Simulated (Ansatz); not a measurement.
System: fluorite CeO2. Method: PBEsol (PAW; Ansatz, a quantum-chemistry and plane-wave program).

Run with plane-wave cutoff 520 eV, 8×8×8 k mesh, perturbation theory, no spin polarisation, scalar-relativistic PAW data made under PBE.

Cell (relaxed at this level):

```
CELL_PARAMETERS angstrom
      0.00000     2.69890     2.69890
      2.69890     0.00000     2.69890
      2.69890     2.69890     0.00000
ATOMIC_POSITIONS crystal
  Ce 0.00000 0.00000 0.00000
  O  0.25000 0.25000 0.25000
  O  0.75000 0.75000 0.75000
```

Task: Predict the high-frequency dielectric constant and static dielectric constant.

Result: 
- high-frequency dielectric constant: 7.77
- static dielectric constant: 28.7

Measured, for comparison: high-frequency dielectric constant 5.31 (temperature not stated, not corrected to a static lattice; as tabulated in Toward a consistent prediction of defect chemistry in CeO2 (PMC9835833)). Computed (rounded) less measured: high-frequency dielectric constant +46 %.

Spin–orbit coupling is not included.

It cost about 6 core-minutes (a rough figure) of CPU time.
